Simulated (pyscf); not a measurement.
F–Si•(F)–F (SMILES F[Si](F)F) + H₂ (SMILES [H][H]) -> F–SiH(F)–F (SMILES F[SiH](F)F) + H• (SMILES [H]) (hydrogen abstraction; doublet surface; H–H broken, H–Si formed). PySCF, gas phase, ωB97X-D3(BJ)/def2-SVP geometries. Energies in kcal/mol from the separated reactants.

```json
[
 {"level": "PBE/def2-TZVP", "barrier": "9.5", "reaction energy": "+7.3"},
 {"level": "r²SCAN/def2-TZVP", "barrier": "10.0", "reaction energy": "+7.6"},
 {"level": "B3LYP-D3(BJ)/def2-TZVP", "barrier": "10.5", "reaction energy": "+7.1"},
 {"level": "M06-2X/def2-TZVP", "barrier": "[?]", "reaction energy": "[?]"},
 {"level": "ωB97M-D3(BJ)/def2-TZVP", "barrier": "11.2", "reaction energy": "+2.7"},
 {"level": "HF/def2-TZVP", "barrier": "[?]", "reaction energy": "-2.2"}
]
```

Complete the blanks.


- M06-2X/def2-TZVP, barrier: 15.7
- M06-2X/def2-TZVP, reaction energy: +5.7
- HF/def2-TZVP, barrier: 18.2

The functionals in the table span 6.2 kcal/mol in this barrier, from PBE to M06-2X. This is the saddle that the search found; another between the same sides may lie lower. The angle at the transferred H is 180°.
